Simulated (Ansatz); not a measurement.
Geometry optimisation, RKS PBE0-D4/6-31G* (Ansatz).

input.yaml

```yaml
crystal:
  periodic: [false, false, false]
  atoms:
    - { symbol: Al, position_ang: [0.053176, -0.036002, 0.14339] }
    - { symbol: H, position_ang: [0.629632, -0.41509, 1.52125] }
    - { symbol: F, position_ang: [1.589962, 0.44539, -0.246928] }
    - { symbol: "N", position_ang: [-1.417489, -0.004763, -0.826962] }
    - { symbol: H, position_ang: [-2.324547, -0.316217, -0.509002] }
    - { symbol: H, position_ang: [-1.473733, 0.326683, -1.780847] }
basis:
  gaussian: { orbitals: "6-31G*" }
hamiltonian:
  xc: pbe0
  dispersion: d4
relax:
  f_tol: 0.03
  max_steps: 50
```

Command:

```bash
$ ansatz run input.yaml --threads 1 --pin off --max-ram 2048MiB --backend cpu --events-out ev --progress --plain --runs-dir out
```

Problem. Where does it end, and by what steps?

Solution. The forces met the threshold. After 5 steps the energy has fallen by 0.656 eV; H2 moved furthest, 0.42 Å.

```
step  energy less start (eV)  largest force component (eV/Å)  accepted
   0                  0.0000                           1.410       yes
   1                 -0.4708                           1.095       yes
   2                 -0.6389                           0.554       yes
   3                 -0.6529                           0.323       yes
   4                 -0.6562                           0.058       yes
   5                 -0.6565                           0.012       yes
```

```xyz
6
Properties=species:S:1:pos:R:3
Al 0.186 -0.012 0.154
H 0.251 -0.540 1.641
F 1.557 0.558 -0.579
N -1.318 -0.003 -0.774
H -2.206 -0.327 -0.417
H -1.413 0.323 -1.725
```

Whether the end is a true minimum wasn't checked by a vibrational analysis.

Time of the run: 11 s on 1 thread of Arm Neoverse V1, with other jobs on the host, peak memory 0.12 GiB.
